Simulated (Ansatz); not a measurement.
```xyz
9

S     0.0000    0.0000    1.1900
C     0.0000    1.2400   -0.0100
C     0.0000   -1.2400   -0.0100
C     0.0000    0.7100   -1.2700
C     0.0000   -0.7100   -1.2700
H     0.0000    2.3079    0.2085
H     0.0000   -2.3079    0.2085
H     0.0000    1.3131   -2.1780
H     0.0000   -1.3131   -2.1780
```

RHF-MP2 on singlet C₄H₄S was run in several spherical basis sets with Ansatz (development build ahead of 0.2.0). Frozen core: 9 orbitals.

Task: Rank the basis sets by the total energy that they give, lowest first, with the distance from the lowest.
A. cc-pVDZ
B. 6-31G(d)
C. def2-SVP

Result: A (0.00 eV), B (1.83 eV), C (7.03 eV).

Totals follow the description of the cores as much as that of the bonds, so this order isn't one of quality for chemistry.
